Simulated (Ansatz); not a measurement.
Two shapes of singlet CH3NO.

Shape 1:

```xyz
6

C    -0.0098   -0.4102   -0.0535
O    -0.0017   -0.3926    1.1441
N    -0.0041    0.6814   -0.8453
H     0.0070   -1.3582   -0.6472
H     0.0098    0.5952   -1.8611
H    -0.0077    1.6074   -0.4321
```

Shape 2:

```xyz
6

C    -0.0267   -0.4249   -0.0925
O    -0.0146   -0.4268    1.1850
N     0.0484    0.6680   -0.8578
H     0.0499   -1.3602   -0.6420
H    -0.0239    0.5722   -1.8969
H    -0.0421    1.6132   -0.4096
```

Basis set: STO-3G (spherical functions). Frozen core: 3 orbitals. Charge 0, multiplicity 1.

Computed with Ansatz (development build ahead of 0.2.0); each method stands on the lowest determinant of its kind that the runs found.

Q: Which shape is lower in energy, and by how much in each method?

A:

```
 method  E(2) − E(1) (eV)
    RHF             0.248
RHF-MP2            -0.062
```

The methods disagree on the order.
